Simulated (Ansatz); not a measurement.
## Reading a saddle point

A first-order saddle point of Si₃H₁₀, closed shell, PBE0-D4/def2-TZVP, with one imaginary mode of 1585i cm⁻¹:

```xyz
13
angstrom
Si -0.3825 -1.0324 0.3532
Si 0.3864 1.2656 1.3198
H -0.4628 -2.4663 0.7768
H -1.6140 -0.4757 1.0712
Si -0.3624 -0.3104 -1.8612
H 1.0599 -0.3815 0.7162
H 1.2938 -1.3170 0.1052
H 1.7048 1.9485 1.1666
H 0.0369 1.1682 2.7602
H -0.6608 2.0360 0.5988
H 0.8760 0.4968 -2.0325
H -1.5488 0.5303 -2.1744
H -0.3266 -1.4621 -2.8001
```

Computed with Ansatz 0.2.0 (basis: def2-TZVPP and def2-QZVPP); correlated methods freeze the cores. Extrapolation: Hartree–Fock as exp(−7.88 √X), correlation as X^−2.97.

**Question.** Which contacts change along the imaginary mode, and what lies on either side? (A judgement: the text doesn't fix the answer.)

**Answer.** By the calculation: The step is Si₃H₈ ([SiH3][SiH2][SiH3]) + H₂ → Si₂H₆ ([SiH3][SiH3]) + SiH₄, with the molecules in contact on both sides. Shortening one way: Si1–H7, Si2–H6; lengthening the same way: Si1–Si2, H6–H7.
| pair | one side (Å) | saddle (Å) | other side (Å) |
| --- | --- | --- | --- |
| Si1–H7 | 3.70 | 1.72 | 1.49 |
| Si2–H6 | 3.85 | 1.88 | 1.49 |
| Si1–Si2 | 2.34 | 2.61 | 4.08 |
| H6–H7 | 0.75 | 1.14 | 3.51 |

**Question.** Which side is lower, and how far does the saddle lie above each? (An estimate is asked for; the value comes from the calculation.)

**Answer.** Computed: The side with Si1–H7, Si2–H6 short is lower by 16.3 kJ/mol; the saddle lies 315.1 kJ/mol above it and 298.8 kJ/mol above the other (CCSD(T) at an estimated basis limit (MP2 extrapolated from triple and quadruple zeta, plus CCSD(T) − MP2 in triple zeta); electronic energies).

The T1 diagnostic stays at or below 0.015.

Labels in which every atom is bracketed show which atoms are joined, not bond orders.

For scale, one of the runs: CCSD(T)/def2-TZVPP, 266 basis functions, launched by `ansatz run in.yaml --threads 4 --pin off --events-out ev --progress --plain --max-ram 9574MiB`. Hardware: 4 CPU threads of an Arm Neoverse V1, shared host. Wall time 95 s; peak host memory 5.8 GiB.
